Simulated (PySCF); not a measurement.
Write Cartesian coordinates for `FP(F)P(F)F` as optimised with PBE0-D3(BJ)/def2-SVP.

```xyz
6
P2F4 angstrom
F     -1.239   -0.978   -1.285
P     -0.483   -1.025    0.142
F     -1.678   -0.462    1.073
P      0.487    1.014   -0.141
F      1.281    0.976    1.264
F      1.656    0.444   -1.099
```

Orientation and origin are arbitrary. Atoms count from 1 in this order. P2 (three-coordinate phosphorus) is pyramidal (angles 98.8°, 94.3° and 93.6°, sum 286.7°, 0.91 Å off the plane of its three neighbours). All 4 F–P bonds measure 1.615 to 1.616 Å.

Bonds between heavy atoms (Å): F1–P2 1.616, P2–F3 1.615, P2–P4 2.275, P4–F5 1.615, P4–F6 1.615.

Level of theory: PBE0-D3(BJ)/def2-SVP geometry optimisation, gas phase (PySCF 2.14.0).

Stationary, but not proved a minimum. One conformer, not necessarily the lowest (F1–P2–P4–F5 -179°).

On one thread, Arm Neoverse V1 (aarch64), on a shared host, this took 20 s of wall time and 0.38 GiB of memory at its peak. That covers the optimisation of the geometry.
